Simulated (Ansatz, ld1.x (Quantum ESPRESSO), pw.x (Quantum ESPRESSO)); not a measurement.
## osmium: one change to the TM potential, in the atom and in the fcc crystal

- Element: osmium
- Generator: ld1.x (Quantum ESPRESSO) 7.5
- Type: norm-conserving Troullier–Martins (Kleinman–Bylander form)
- Functional: PBEsol
- Relativity: scalar-relativistic
- Frozen core: [Xe] 4f14
- Valence charge: 8
- Reference configuration: 5d6 6s0 6p0 (charge +2)
- Partial waves: 6p (bound, empty): rc 3.00 bohr; 5d (bound): rc 1.65 bohr; 6s (bound, empty): rc 2.05 bohr
- Local potential: the s channel
- Core correction: none

Change: core correction a·sin(br)/r model core inside 1.24 bohr.

Cutoffs, loose and tight: the cutoffs (Ry, on a coarse ladder) from which the occupation-weighted sum of valence levels, in a spherical-Bessel basis at the reference potential, stays within 10 and 1 mRy of its value at 400 Ry. They do not see the model core or the augmentation charge, which bear on the density cutoff. Test errors are all-electron minus pseudo excitation energies from the reference, over the configurations 5d6 6s2 6p0; 5d6 6s1 6p0; 5d5 6s0 6p0; 5d7 6s0 6p0; 5d6 6s0 6p1; 5d5 6s2 6p0; 5d6 6s1 6p1; variants that change the core or the reference have their own tests.

Crystal test: fcc Os in pw.x 7.5, no spin, 15³ k-points, Fermi–Dirac smearing 0.01 Ry, cutoffs set for each file from its atomic test. The reference is all-electron LAPW (Ansatz 0.2.0) with the same functional, mesh and smearing; V0 and B0 come from Birch–Murnaghan fits to the pressures at five volumes. Errors are pseudo minus all-electron; Δ is the rms difference of the E(V) curves that follow from these fits, minima aligned, over ±6 % about the mean V0. Mesh and smearing are coarse, so the numbers serve the comparison and aren't converged zero-temperature values; the lattice is a test structure that the element need not adopt.

All-electron: a0 = 3.821 Å (V0 = 13.94 Å³/atom), B0 = 421.5 GPa.

Does the change bring the crystal closer to the all-electron result?

The mean pressure error goes from +1.92 to +10.34 GPa, so the change moves the solid further from the all-electron pressures. The B0 error goes the other way, from +3.0 to -1.3 %.

| quantity | base | changed |
| --- | --- | --- |
| outcome (atom) | generated | generated |
| cutoff, loose (atom) | 35 Ry | 35 Ry |
| cutoff, tight (atom) | 55 Ry | 55 Ry |
| bound ghosts (atom) | none | none |
| largest test error (meV) (atom) | -74 | -138 |
| cutoffs in pw.x (Ry) | 70/280 | 70/280 |
| a0 (Å) | 3.826 | 3.850 |
| a0 error (%) | +0.14 | +0.78 |
| B0 error (%) | +3.0 | -1.3 |
| Δ (meV/atom) | 5.8 | 30.2 |
| mean pressure error (GPa) | +1.92 | +10.34 |

Base: The largest radius (3.00 bohr) exceeds half the bond length (2.55 bohr), so the spheres overlap, which is one possible source of error among others. Changed file: The largest radius (3.00 bohr) exceeds half the bond length (2.55 bohr), so the spheres overlap, which is one possible source of error among others. This is a poor potential for the solid. The atomic cutoffs weigh occupied waves only.
